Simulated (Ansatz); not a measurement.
What does this script print? It uses the Python package of Ansatz (0.2.0).

`md_clh4nsi.py`:
```python
"""Molecular dynamics of one ClH4NSi molecule."""

import ansatz
import numpy as np

BASIS_SET = "6-31G*"
FUNCTIONAL = "HF"
N_STEPS = 40
TEMPERATURE_K = 800

GEOMETRY = """
N    -0.77960   -0.27930   -0.70210
Si    0.55910    0.00820    0.21990
Cl    0.58260   -1.36580    1.70570
H    -0.88680    0.57380   -1.33180
H    -1.63150   -0.26390   -0.11240
H     0.43720    1.37280    0.81490
H     1.78020   -0.11380   -0.63990
"""

molecule = ansatz.Crystal.molecule()
for line in GEOMETRY.strip().splitlines():
    symbol, *xyz = line.split()
    molecule = molecule.atom(symbol, [float(v) for v in xyz])

setup = (
    molecule.calculation()
    .basis(gaussian=BASIS_SET)
    .functional(FUNCTIONAL)
    .md("nvt_langevin", timestep=0.5, steps=N_STEPS, temperature=TEMPERATURE_K, initial_velocities="maxwell_boltzmann", seed=18, friction=0.02)
)
frames = []
setup.session().plan().execute(on_event=lambda e: frames.append(e["data"]) if e["event"] == "md_step" else None)
print("t (fs)   E_pot (eV)      E_kin (eV)   T (K)   d(0-1) (A)")
for f in frames[::2]:
    xyz = np.array(f["positions_ang"])
    print(f"{f['time_fs']:6.2f} {f['lagrangian_ev']:14.5f} {f['e_kin_ev']:10.5f} {f['temperature_k']:8.1f} {np.linalg.norm(xyz[0] - xyz[1]):9.4f}")
print("mean temperature", round(float(np.mean([f["temperature_k"] for f in frames])), 1), "K")
```

```console
$ python md_clh4nsi.py
t (fs)   E_pot (eV)      E_kin (eV)   T (K)   d(0-1) (A)
  0.00   -21911.43802    0.62045    685.7    1.6507
  1.00   -21911.44730    0.68319    755.1    1.6509
  2.00   -21911.46358    0.57715    637.9    1.6549
  3.00   -21911.41210    0.43046    475.7    1.6598
  4.00   -21911.35110    0.42610    470.9    1.6669
  5.00   -21911.34904    0.40590    448.6    1.6755
  6.00   -21911.37171    0.48741    538.7    1.6861
  7.00   -21911.37606    0.49532    547.4    1.6992
  8.00   -21911.39250    0.59438    656.9    1.7120
  9.00   -21911.41717    0.56868    628.5    1.7253
 10.00   -21911.43798    0.59727    660.1    1.7378
 11.00   -21911.47170    0.61501    679.7    1.7492
 12.00   -21911.49945    0.61029    674.5    1.7595
 13.00   -21911.53226    0.70326    777.2    1.7671
 14.00   -21911.55421    0.77378    855.2    1.7743
 15.00   -21911.58510    0.72824    804.8    1.7802
 16.00   -21911.60776    0.75603    835.6    1.7842
 17.00   -21911.57798    0.72626    802.7    1.7892
 18.00   -21911.48383    0.56018    619.1    1.7954
 19.00   -21911.36933    0.46936    518.7    1.7983
 20.00   -21911.31913    0.44333    490.0    1.8019
mean temperature 644.6 K
```

Total energies depend on the basis set; only differences at equal settings carry meaning. The trajectory is only some femtoseconds long, so its temperature is not equilibrated; where the script doesn't relax first, it starts from a rough generated geometry. The printed temperature counts all 3N degrees of freedom under Langevin dynamics, so the first row lies under the target. Wall time of the script: 30 s on 1 thread of Arm Neoverse V2, on a shared host, peak memory 0.17 GiB.

(Lines on the test bed's own set-up are left out of the output.)
